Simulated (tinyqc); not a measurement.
Inside a calculation (part 1 of 2). Method: UKS/LDA (PW92) in the sto-3g basis, for BH, spin multiplicity 3. Computed by tinyqc, a small Python program that keeps every step (integrals from PySCF). Settings: charge = 0, multiplicity = 3, basis = sto-3g, energy threshold = 1e-09, iteration cap = 66, orthogonalisation = canonical, start = Wolfsberg-Helmholz matrix, DIIS depth = 3, method = UKS, functional = lda,pw, grid = [15, 86]. Command: `OMP_NUM_THREADS=1 python tinyqc.py 22113 22114 out.jsonl` (the two numbers bound the seeds that draw the settings). One thread of a shared host (Intel(R) Xeon(R) Processor @ 2.60GHz), about 1 s of CPU time with the checks. Later iterations appear only in the table of the cycle.

## One-electron integrals

Geometry (angstrom):

| atom | x | y | z |
|---|---|---|---|
| B | 0.0000 | 0.0000 | 0.0000 |
| H | 0.0000 | 0.0000 | 2.2960 |

Basis sto-3g: exponents (1/bohr^2) and contraction coefficients of normalised primitives:

| element | l (shell) | exponent | coefficient |
|---|---|---|---|
| B | s (1) | 48.7911 | 0.1543 |
| B | s (1) | 8.8874 | 0.5353 |
| B | s (1) | 2.4053 | 0.4446 |
| B | s (2) | 2.2370 | -0.1000 |
| B | s (2) | 0.5198 | 0.3995 |
| B | s (2) | 0.1691 | 0.7001 |
| B | p (3) | 2.2370 | 0.1559 |
| B | p (3) | 0.5198 | 0.6077 |
| B | p (3) | 0.1691 | 0.3920 |
| H | s (1) | 3.4253 | 0.1543 |
| H | s (1) | 0.6239 | 0.5353 |
| H | s (1) | 0.1689 | 0.4446 |

Overlap, kinetic and nuclear-attraction integrals over the contracted functions; the nuclear repulsion is the sum of Za Zb / Rab.

nuclear repulsion = 1.152389 hartree

overlap S:
```
         1B 1s   1B 2s  1B 2px  1B 2py  1B 2pz   2H 1s
1B 1s   1.0000  0.2693  0.0000  0.0000  0.0000  0.0051
1B 2s   0.2693  1.0000  0.0000  0.0000  0.0000  0.1007
1B 2px  0.0000  0.0000  1.0000  0.0000  0.0000  0.0000
1B 2py  0.0000  0.0000  0.0000  1.0000  0.0000  0.0000
1B 2pz  0.0000  0.0000  0.0000  0.0000  1.0000  0.1384
2H 1s   0.0051  0.1007  0.0000  0.0000  0.1384  1.0000
```

kinetic energy T (hartree):
```
          1B 1s    1B 2s  1B 2px  1B 2py  1B 2pz    2H 1s
1B 1s   10.8263  -0.0480  0.0000  0.0000  0.0000  -0.0026
1B 2s   -0.0480   0.3592  0.0000  0.0000  0.0000  -0.0125
1B 2px   0.0000   0.0000  1.1239  0.0000  0.0000   0.0000
1B 2py   0.0000   0.0000  0.0000  1.1239  0.0000   0.0000
1B 2pz   0.0000   0.0000  0.0000  0.0000  1.1239   0.0009
2H 1s   -0.0026  -0.0125  0.0000  0.0000  0.0009   0.7600
```

nuclear attraction V (hartree):
```
           1B 1s    1B 2s   1B 2px   1B 2py   1B 2pz    2H 1s
1B 1s   -23.3779  -3.2014   0.0000   0.0000  -0.0050  -0.0605
1B 2s    -3.2014  -4.0021   0.0000   0.0000  -0.0510  -0.2662
1B 2px    0.0000   0.0000  -3.9637   0.0000   0.0000   0.0000
1B 2py    0.0000   0.0000   0.0000  -3.9637   0.0000   0.0000
1B 2pz   -0.0050  -0.0510   0.0000   0.0000  -3.9881  -0.3414
2H 1s    -0.0605  -0.2662   0.0000   0.0000  -0.3414  -2.3789
```

core Hamiltonian H = T + V (hartree):
```
           1B 1s    1B 2s   1B 2px   1B 2py   1B 2pz    2H 1s
1B 1s   -12.5516  -3.2494   0.0000   0.0000  -0.0050  -0.0631
1B 2s    -3.2494  -3.6429   0.0000   0.0000  -0.0510  -0.2787
1B 2px    0.0000   0.0000  -2.8399   0.0000   0.0000   0.0000
1B 2py    0.0000   0.0000   0.0000  -2.8399   0.0000   0.0000
1B 2pz   -0.0050  -0.0510   0.0000   0.0000  -2.8642  -0.3406
2H 1s    -0.0631  -0.2787   0.0000   0.0000  -0.3406  -1.6189
```

## Two-electron integrals

Functions are numbered as in S; the eight-fold symmetry (ij|kl) = (ji|kl) = (kl|ij) leaves the list below.

Two-electron integrals (ij|kl) in chemists' order, unique and non-zero (hartree):
```
(11|11) 2.9235     (21|11) 0.5184     (21|21) 0.1093     (22|11) 0.7442
(22|21) 0.1932     (22|22) 0.5448     (31|31) 0.0203     (32|31) 0.0300
(32|32) 0.1203     (33|11) 0.7425     (33|21) 0.1932     (33|22) 0.5447
(33|33) 0.5868     (41|41) 0.0203     (42|41) 0.0300     (42|42) 0.1203
(43|43) 0.0316     (44|11) 0.7425     (44|21) 0.1932     (44|22) 0.5447
(44|33) 0.5235     (44|44) 0.5868     (51|51) 0.0203     (52|51) 0.0300
(52|52) 0.1203     (53|53) 0.0316     (54|54) 0.0316     (55|11) 0.7425
(55|21) 0.1932     (55|22) 0.5447     (55|33) 0.5235     (55|44) 0.5235
(55|55) 0.5868     (61|11) 0.0097     (61|21) 0.0021     (61|22) 0.0037
(61|33) 0.0037     (61|44) 0.0037     (61|51) 1.74e-04   (61|52) 3.23e-04
(61|55) 0.0037     (61|61) 4.02e-05   (62|11) 0.0425     (62|21) 0.0113
(62|22) 0.0378     (62|33) 0.0366     (62|44) 0.0366     (62|51) 0.0012
(62|52) 0.0089     (62|55) 0.0401     (62|61) 2.31e-04   (62|62) 0.0050
(63|31) 0.0008     (63|32) 0.0044     (63|53) 0.0015     (63|63) 3.79e-04
(64|41) 0.0008     (64|42) 0.0044     (64|54) 0.0015     (64|64) 3.79e-04
(65|11) 0.0514     (65|21) 0.0138     (65|22) 0.0479     (65|33) 0.0458
(65|44) 0.0458     (65|51) 0.0019     (65|52) 0.0136     (65|55) 0.0520
(65|61) 2.87e-04   (65|62) 0.0071     (65|65) 0.0104     (66|11) 0.2305
(66|21) 0.0621     (66|22) 0.2300     (66|33) 0.2222     (66|44) 0.2222
(66|51) 0.0050     (66|52) 0.0502     (66|55) 0.2453     (66|61) 0.0013
(66|62) 0.0457     (66|65) 0.0707     (66|66) 0.7746
```

## Orthogonalisation

S = U s U^T; canonical form X = U s^(-1/2), so that X^T S X = 1. Each column of U has its largest component positive (the first on a tie).

eigenvalues of S: 0.7094  0.8706  1.0000  1.0000  1.1254  1.2946

X:
```
              1        2        3       4        5       6
1B 1s   -0.7589   0.3271   0.0000  0.0000  -0.2902  0.5583
1B 2s    0.8254  -0.1440   0.0000  0.0000  -0.1465  0.6054
1B 2px   0.0000   0.0000   0.9772  0.2122   0.0000  0.0000
1B 2py   0.0000   0.0000  -0.2122  0.9772   0.0000  0.0000
1B 2pz   0.1678   0.7380   0.0000  0.0000   0.6557  0.1305
2H 1s   -0.3524  -0.6901   0.0000  0.0000   0.5941  0.2779
```

Within a degenerate level the vectors are fixed only up to a rotation; this is one choice.

## Starting guess

The start is the generalised Wolfsberg-Helmholz matrix (K = 1.75) built on H; D(s) = C_occ C_occ^T for each spin.

D(alpha) at the start:
```
          1B 1s   1B 2s  1B 2px  1B 2py   1B 2pz    2H 1s
1B 1s    0.9734  0.0440  0.0000  0.0000  -0.0304  -0.0075
1B 2s    0.0440  0.0121  0.0000  0.0000   0.0963   0.0120
1B 2px   0.0000  0.0000  1.0000  0.0000   0.0000   0.0000
1B 2py   0.0000  0.0000  0.0000  1.0000   0.0000   0.0000
1B 2pz  -0.0304  0.0963  0.0000  0.0000   0.9403   0.1191
2H 1s   -0.0075  0.0120  0.0000  0.0000   0.1191   0.0151
```

D(beta) at the start:
```
          1B 1s   1B 2s  1B 2px  1B 2py   1B 2pz    2H 1s
1B 1s    0.9734  0.0440  0.0000  0.0000  -0.0304  -0.0075
1B 2s    0.0440  0.0121  0.0000  0.0000   0.0963   0.0120
1B 2px   0.0000  0.0000  0.0000  0.0000   0.0000   0.0000
1B 2py   0.0000  0.0000  0.0000  0.0000   0.0000   0.0000
1B 2pz  -0.0304  0.0963  0.0000  0.0000   0.9403   0.1191
2H 1s   -0.0075  0.0120  0.0000  0.0000   0.1191   0.0151
```

## Iteration 1: exchange-correlation on the grid

Becke grid with 15 radial and 86 angular points per atom, points of zero weight dropped. rho = sum D_ij phi_i phi_j; V_xc,ij = sum w v_xc phi_i phi_j; v_xc is d(rho eps)/d rho(s) for spin s.

The 16 grid points with the largest w rho, of 2574 (bohr, atomic units):

| x | y | z | w | rho(alpha) | rho(beta) | eps_xc | v_xc(alpha) |
|---|---|---|---|---|---|---|---|
| 0.0000 | 0.0000 | 1.8997 | 0.3347 | 0.0336 | 0.0336 | -0.3506 | -0.4578 |
| 0.0000 | 0.0000 | 1.3000 | 0.1274 | 0.0866 | 0.0866 | -0.4690 | -0.6138 |
| 0.0000 | 0.7109 | 1.7616 | 0.3514 | 0.0331 | 0.0289 | -0.3423 | -0.4530 |
| 0.7109 | 0.0000 | 1.7616 | 0.3514 | 0.0331 | 0.0289 | -0.3423 | -0.4530 |
| -0.7109 | 0.0000 | 1.7616 | 0.3514 | 0.0331 | 0.0289 | -0.3423 | -0.4530 |
| 0.0000 | -0.7109 | 1.7616 | 0.3514 | 0.0331 | 0.0289 | -0.3423 | -0.4530 |
| 0.0000 | 0.4865 | 1.2055 | 0.1305 | 0.0864 | 0.0751 | -0.4593 | -0.6101 |
| 0.4865 | 0.0000 | 1.2055 | 0.1305 | 0.0864 | 0.0751 | -0.4593 | -0.6101 |
| -0.4865 | 0.0000 | 1.2055 | 0.1305 | 0.0864 | 0.0751 | -0.4593 | -0.6101 |
| 0.0000 | -0.4865 | 1.2055 | 0.1305 | 0.0864 | 0.0751 | -0.4593 | -0.6101 |
| 0.7021 | 0.7021 | 1.6195 | 0.3359 | 0.0328 | 0.0245 | -0.3349 | -0.4487 |
| -0.7021 | 0.7021 | 1.6195 | 0.3359 | 0.0328 | 0.0245 | -0.3349 | -0.4487 |
| 0.7021 | -0.7021 | 1.6195 | 0.3359 | 0.0328 | 0.0245 | -0.3349 | -0.4487 |
| -0.7021 | -0.7021 | 1.6195 | 0.3359 | 0.0328 | 0.0245 | -0.3349 | -0.4487 |
| 0.4805 | 0.4805 | 1.1083 | 0.1229 | 0.0861 | 0.0641 | -0.4503 | -0.6064 |
| -0.4805 | 0.4805 | 1.1083 | 0.1229 | 0.0861 | 0.0641 | -0.4503 | -0.6064 |

electrons on the grid, sum of w rho = 5.9985

E_xc = sum of w rho eps_xc = -4.186440 hartree

V_xc(alpha) (hartree):
```
          1B 1s    1B 2s   1B 2px   1B 2py   1B 2pz    2H 1s
1B 1s   -1.8071  -0.3027   0.0000   0.0000  -0.0014  -0.0057
1B 2s   -0.3027  -0.5119   0.0000   0.0000  -0.0110  -0.0305
1B 2px   0.0000   0.0000  -0.5064   0.0000   0.0000   0.0000
1B 2py   0.0000   0.0000   0.0000  -0.5064   0.0000   0.0000
1B 2pz  -0.0014  -0.0110   0.0000   0.0000  -0.5155  -0.0376
2H 1s   -0.0057  -0.0305   0.0000   0.0000  -0.0376  -0.1793
```

V_xc(beta) (hartree):
```
          1B 1s    1B 2s   1B 2px   1B 2py   1B 2pz    2H 1s
1B 1s   -1.7793  -0.2798   0.0000   0.0000  -0.0018  -0.0053
1B 2s   -0.2798  -0.4013   0.0000   0.0000  -0.0147  -0.0275
1B 2px   0.0000   0.0000  -0.3687   0.0000   0.0000   0.0000
1B 2py   0.0000   0.0000   0.0000  -0.3687   0.0000   0.0000
1B 2pz  -0.0018  -0.0147   0.0000   0.0000  -0.4592  -0.0357
2H 1s   -0.0053  -0.0275   0.0000   0.0000  -0.0357  -0.1787
```

## Iteration 1: building the Kohn-Sham matrix

J_ij = sum D_kl (ij|kl) with D = D(alpha) + D(beta); F = H + J + V_xc; E = tr D H + tr D J / 2 + E_xc + E_nn.

Coulomb J (hartree):
```
         1B 1s   1B 2s  1B 2px  1B 2py  1B 2pz   2H 1s
1B 1s   8.7153  1.7919  0.0000  0.0000  0.0102  0.0340
1B 2s   1.7919  3.6413  0.0000  0.0000  0.0511  0.2425
1B 2px  0.0000  0.0000  3.6177  0.0000  0.0000  0.0000
1B 2py  0.0000  0.0000  0.0000  3.6177  0.0000  0.0000
1B 2pz  0.0102  0.0511  0.0000  0.0000  3.6773  0.3054
2H 1s   0.0340  0.2425  0.0000  0.0000  0.3054  1.4489
```

F(alpha) (hartree):
```
          1B 1s    1B 2s  1B 2px  1B 2py   1B 2pz    2H 1s
1B 1s   -5.6434  -1.7602  0.0000  0.0000   0.0039  -0.0349
1B 2s   -1.7602  -0.5135  0.0000  0.0000  -0.0109  -0.0667
1B 2px   0.0000   0.0000  0.2715  0.0000   0.0000   0.0000
1B 2py   0.0000   0.0000  0.0000  0.2715   0.0000   0.0000
1B 2pz   0.0039  -0.0109  0.0000  0.0000   0.2976  -0.0728
2H 1s   -0.0349  -0.0667  0.0000  0.0000  -0.0728  -0.3493
```

F(beta) (hartree):
```
          1B 1s    1B 2s  1B 2px  1B 2py   1B 2pz    2H 1s
1B 1s   -5.6156  -1.7373  0.0000  0.0000   0.0034  -0.0345
1B 2s   -1.7373  -0.4029  0.0000  0.0000  -0.0145  -0.0637
1B 2px   0.0000   0.0000  0.4091  0.0000   0.0000   0.0000
1B 2py   0.0000   0.0000  0.0000  0.4091   0.0000   0.0000
1B 2pz   0.0034  -0.0145  0.0000  0.0000   0.3539  -0.0708
2H 1s   -0.0345  -0.0637  0.0000  0.0000  -0.0708  -0.3487
```

total energy of this density = -23.567445 hartree

## Iteration 1: diagonalisation and new density

Diagonalise F' = X^T F X, C = X C', fill 4 alpha and 2 beta electrons from the bottom; D(s) = C_occ C_occ^T. Each column has its largest component positive (the first on a tie).

F' = X^T F X (alpha) (hartree):
```
         1        2       3       4        5        6
1  -1.4047   0.7856  0.0000  0.0000  -0.8711   2.1833
2   0.7856  -0.3722  0.0000  0.0000   0.8114  -1.0677
3   0.0000   0.0000  0.2715  0.0000   0.0000   0.0000
4   0.0000   0.0000  0.0000  0.2715   0.0000   0.0000
5  -0.8711   0.8114  0.0000  0.0000  -0.6638   1.3292
6   2.1833  -1.0677  0.0000  0.0000   1.3292  -3.1987
```

orbital energies (alpha) (hartree): MO1 -5.6544, MO2 -0.3513, MO3 0.0482, MO4 0.2715, MO5 0.2715, MO6 0.3181

coefficients C (alpha):
```
            MO1      MO2      MO3     MO4      MO5      MO6
1B 1s    0.9867  -0.0245  -0.3234  0.0000   0.0000  -0.0023
1B 2s    0.0459   0.0584   1.0413  0.0000   0.0000   0.0131
1B 2px   0.0000   0.0000   0.0000  0.8342  -0.5515   0.0000
1B 2py   0.0000   0.0000   0.0000  0.5515   0.8342   0.0000
1B 2pz  -0.0002   0.0379  -0.0002  0.0000   0.0000   1.0091
2H 1s   -0.0032   0.9867  -0.1589  0.0000   0.0000  -0.1784
```

F' = X^T F X (beta) (hartree):
```
         1        2       3       4        5        6
1  -1.3431   0.7773  0.0000  0.0000  -0.8756   2.2271
2   0.7773  -0.3392  0.0000  0.0000   0.8388  -1.0673
3   0.0000   0.0000  0.4091  0.0000   0.0000   0.0000
4   0.0000   0.0000  0.0000  0.4091   0.0000   0.0000
5  -0.8756   0.8388  0.0000  0.0000  -0.6310   1.3139
6   2.2271  -1.0673  0.0000  0.0000   1.3139  -3.1323
```

orbital energies (beta) (hartree): MO1 -5.6252, MO2 -0.3500, MO3 0.1548, MO4 0.3747, MO5 0.4091, MO6 0.4091

coefficients C (beta):
```
            MO1      MO2      MO3      MO4      MO5     MO6
1B 1s    0.9878  -0.0188  -0.3205   0.0020   0.0000  0.0000
1B 2s    0.0423   0.0405   1.0424  -0.0014   0.0000  0.0000
1B 2px   0.0000   0.0000   0.0000   0.0000   0.9996  0.0266
1B 2py   0.0000   0.0000   0.0000   0.0000  -0.0266  0.9996
1B 2pz  -0.0001   0.0324   0.0147   1.0092   0.0000  0.0000
2H 1s   -0.0030   0.9903  -0.1444  -0.1710   0.0000  0.0000
```

D(alpha) after iteration 1:
```
          1B 1s    1B 2s  1B 2px  1B 2py   1B 2pz    2H 1s
1B 1s    1.0788  -0.2930  0.0000  0.0000  -0.0010   0.0240
1B 2s   -0.2930   1.0898  0.0000  0.0000   0.0020  -0.1080
1B 2px   0.0000   0.0000  0.6959  0.4600   0.0000   0.0000
1B 2py   0.0000   0.0000  0.4600  0.3041   0.0000   0.0000
1B 2pz  -0.0010   0.0020  0.0000  0.0000   0.0014   0.0374
2H 1s    0.0240  -0.1080  0.0000  0.0000   0.0374   0.9989
```

D(beta) after iteration 1:
```
          1B 1s   1B 2s  1B 2px  1B 2py   1B 2pz    2H 1s
1B 1s    0.9761  0.0411  0.0000  0.0000  -0.0007  -0.0215
1B 2s    0.0411  0.0034  0.0000  0.0000   0.0013   0.0400
1B 2px   0.0000  0.0000  0.0000  0.0000   0.0000   0.0000
1B 2py   0.0000  0.0000  0.0000  0.0000   0.0000   0.0000
1B 2pz  -0.0007  0.0013  0.0000  0.0000   0.0011   0.0321
2H 1s   -0.0215  0.0400  0.0000  0.0000   0.0321   0.9806
```

Within a degenerate level the vectors are fixed only up to a rotation; this is one choice.

## Iteration 2: exchange-correlation on the grid

As before.

The 16 grid points with the largest w rho, of 2574 (bohr, atomic units):

| x | y | z | w | rho(alpha) | rho(beta) | eps_xc | v_xc(alpha) |
|---|---|---|---|---|---|---|---|
| 1.7616 | 0.7109 | 0.0000 | 0.3659 | 0.0396 | 5.22e-05 | -0.3418 | -0.4513 |
| -1.7616 | -0.7109 | 0.0000 | 0.3659 | 0.0396 | 5.22e-05 | -0.3418 | -0.4513 |
| -1.3191 | -1.3191 | 0.3592 | 0.3678 | 0.0385 | 8.54e-05 | -0.3388 | -0.4474 |
| 1.3191 | 1.3191 | 0.3592 | 0.3678 | 0.0385 | 8.54e-05 | -0.3388 | -0.4474 |
| 1.3191 | 1.3191 | -0.3592 | 0.3679 | 0.0385 | 3.42e-05 | -0.3390 | -0.4474 |
| -1.3191 | -1.3191 | -0.3592 | 0.3679 | 0.0385 | 3.42e-05 | -0.3390 | -0.4474 |
| 1.2055 | 0.4865 | 0.0000 | 0.1308 | 0.1071 | 3.91e-04 | -0.4698 | -0.6217 |
| -1.2055 | -0.4865 | 0.0000 | 0.1308 | 0.1071 | 3.91e-04 | -0.4698 | -0.6217 |
| -0.9027 | -0.9027 | 0.2458 | 0.1315 | 0.1044 | 4.51e-04 | -0.4657 | -0.6165 |
| 0.9027 | 0.9027 | 0.2458 | 0.1315 | 0.1044 | 4.51e-04 | -0.4657 | -0.6165 |
| 0.9027 | 0.9027 | -0.2458 | 0.1315 | 0.1043 | 3.51e-04 | -0.4658 | -0.6164 |
| -0.9027 | -0.9027 | -0.2458 | 0.1315 | 0.1043 | 3.51e-04 | -0.4658 | -0.6164 |
| -1.6195 | -0.7021 | 0.7021 | 0.3439 | 0.0359 | 1.46e-04 | -0.3309 | -0.4373 |
| 1.6195 | 0.7021 | 0.7021 | 0.3439 | 0.0359 | 1.46e-04 | -0.3309 | -0.4373 |
| 1.6195 | 0.7021 | -0.7021 | 0.3442 | 0.0358 | 2.47e-05 | -0.3313 | -0.4371 |
| -1.6195 | -0.7021 | -0.7021 | 0.3442 | 0.0358 | 2.47e-05 | -0.3313 | -0.4371 |

electrons on the grid, sum of w rho = 5.9971

E_xc = sum of w rho eps_xc = -4.162262 hartree

V_xc(alpha) (hartree):
```
          1B 1s    1B 2s   1B 2px   1B 2py   1B 2pz    2H 1s
1B 1s   -1.8052  -0.2856   0.0000   0.0000   0.0000  -0.0054
1B 2s   -0.2856  -0.4423   0.0000   0.0000  -0.0039  -0.0347
1B 2px   0.0000   0.0000  -0.4637  -0.0332   0.0000   0.0000
1B 2py   0.0000   0.0000  -0.0332  -0.4355   0.0000   0.0000
1B 2pz   0.0000  -0.0039   0.0000   0.0000  -0.4188  -0.0477
2H 1s   -0.0054  -0.0347   0.0000   0.0000  -0.0477  -0.5015
```

V_xc(beta) (hartree):
```
          1B 1s    1B 2s   1B 2px   1B 2py   1B 2pz    2H 1s
1B 1s   -1.7615  -0.2600   0.0000   0.0000  -0.0002  -0.0049
1B 2s   -0.2600  -0.2819   0.0000   0.0000  -0.0122  -0.0291
1B 2px   0.0000   0.0000  -0.2836  -0.0090   0.0000   0.0000
1B 2py   0.0000   0.0000  -0.0090  -0.2759   0.0000   0.0000
1B 2pz  -0.0002  -0.0122   0.0000   0.0000  -0.2800  -0.0425
2H 1s   -0.0049  -0.0291   0.0000   0.0000  -0.0425  -0.4990
```

## Iteration 2: building the Kohn-Sham matrix

As before.

Coulomb J (hartree):
```
         1B 1s   1B 2s  1B 2px  1B 2py  1B 2pz   2H 1s
1B 1s   7.7618  1.5383  0.0000  0.0000  0.0101  0.0291
1B 2s   1.5383  3.0303  0.0000  0.0000  0.1008  0.2503
1B 2px  0.0000  0.0000  3.0339  0.0291  0.0000  0.0000
1B 2py  0.0000  0.0000  0.0291  3.0091  0.0000  0.0000
1B 2pz  0.0101  0.1008  0.0000  0.0000  3.0362  0.3373
2H 1s   0.0291  0.2503  0.0000  0.0000  0.3373  2.4538
```

F(alpha) (hartree):
```
          1B 1s    1B 2s   1B 2px   1B 2py   1B 2pz    2H 1s
1B 1s   -6.5950  -1.9967   0.0000   0.0000   0.0051  -0.0393
1B 2s   -1.9967  -1.0548   0.0000   0.0000   0.0459  -0.0630
1B 2px   0.0000   0.0000  -0.2697  -0.0041   0.0000   0.0000
1B 2py   0.0000   0.0000  -0.0041  -0.2662   0.0000   0.0000
1B 2pz   0.0051   0.0459   0.0000   0.0000  -0.2467  -0.0510
2H 1s   -0.0393  -0.0630   0.0000   0.0000  -0.0510   0.3333
```

F(beta) (hartree):
```
          1B 1s    1B 2s   1B 2px   1B 2py   1B 2pz    2H 1s
1B 1s   -6.5512  -1.9711   0.0000   0.0000   0.0049  -0.0389
1B 2s   -1.9711  -0.8945   0.0000   0.0000   0.0375  -0.0574
1B 2px   0.0000   0.0000  -0.0895   0.0201   0.0000   0.0000
1B 2py   0.0000   0.0000   0.0201  -0.1066   0.0000   0.0000
1B 2pz   0.0049   0.0375   0.0000   0.0000  -0.1080  -0.0458
2H 1s   -0.0389  -0.0574   0.0000   0.0000  -0.0458   0.3359
```

total energy of this density = -23.999292 hartree

## Iteration 2: DIIS over 2 matrices

error matrix X^T (FDS - SDF) X (alpha):
```
        1        2       3       4        5        6
1  0.0000  -0.0472  0.0000  0.0000  -0.0639  -0.0100
2  0.0472   0.0000  0.0000  0.0000  -0.1075  -0.0122
3  0.0000   0.0000  0.0000  0.0000   0.0000   0.0000
4  0.0000   0.0000  0.0000  0.0000   0.0000   0.0000
5  0.0639   0.1075  0.0000  0.0000   0.0000   0.0063
6  0.0100   0.0122  0.0000  0.0000  -0.0063   0.0000
```

B (overlaps of the stored error matrices):
```
                1               2
1   1.6538429e-01  -8.6697692e-02
2  -8.6697692e-02   8.3753161e-02
```

Minimise |sum c_i e_i|^2 with sum c_i = 1: solve [B -1; -1 0][c; lambda] = [0; -1] with B_ij = tr e_i^T e_j summed over both spins, and take F = sum c_i F_i.

DIIS coefficients: 0.4034  0.5966

extrapolated F(alpha) (hartree):
```
          1B 1s    1B 2s   1B 2px   1B 2py   1B 2pz    2H 1s
1B 1s   -6.2111  -1.9013   0.0000   0.0000   0.0046  -0.0375
1B 2s   -1.9013  -0.8365   0.0000   0.0000   0.0230  -0.0645
1B 2px   0.0000   0.0000  -0.0514  -0.0025   0.0000   0.0000
1B 2py   0.0000   0.0000  -0.0025  -0.0493   0.0000   0.0000
1B 2pz   0.0046   0.0230   0.0000   0.0000  -0.0271  -0.0598
2H 1s   -0.0375  -0.0645   0.0000   0.0000  -0.0598   0.0579
```

extrapolated F(beta) (hartree):
```
          1B 1s    1B 2s  1B 2px  1B 2py   1B 2pz    2H 1s
1B 1s   -6.1738  -1.8768  0.0000  0.0000   0.0043  -0.0371
1B 2s   -1.8768  -0.6962  0.0000  0.0000   0.0165  -0.0600
1B 2px   0.0000   0.0000  0.1116  0.0120   0.0000   0.0000
1B 2py   0.0000   0.0000  0.0120  0.1014   0.0000   0.0000
1B 2pz   0.0043   0.0165  0.0000  0.0000   0.0783  -0.0559
2H 1s   -0.0371  -0.0600  0.0000  0.0000  -0.0559   0.0597
```
